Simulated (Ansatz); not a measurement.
Hematite (α-Fe2O3), treated with r²SCAN in Ansatz (plane waves, PAW).

Numerical settings: plane-wave cutoff 560 eV, 8×8×8 k mesh, Fermi–Dirac smearing 0.01 eV, spin-polarised with opposed moments, scalar-relativistic PAW data made under PBE.

Equation-of-state points:

```csv
V (Å³/atom),E − E_lowest (meV/atom)
9.563,11.17
9.763,2.70
9.962,0.00
10.161,2.53
10.360,9.80
```

Problem. Estimate the bulk modulus and its pressure derivative from these points.

Solution. V0 = 9.962 Å³/atom, B0 = 210 GPa, B′ = 4.0 (fit to the energies at full precision).

Shape and atoms are relaxed at each volume.

Measured, for comparison: bulk modulus 204 GPa (300 K, copied from a table, unchecked, no zero-point or thermal correction, our sources range from 204 to 231; as tabulated in BurnMan's mineral tables). Computed (rounded) less measured: bulk modulus not scored (sources differ).

Note: without U or exact exchange, gaps and moments of open d shells tend to come out too small; the bulk modulus comes from volumes at which shape and atoms were relaxed.

Computed values are for the static lattice.

It cost around 70 core-minutes (rough) of CPU time.

Ansatz is a first-principles code.
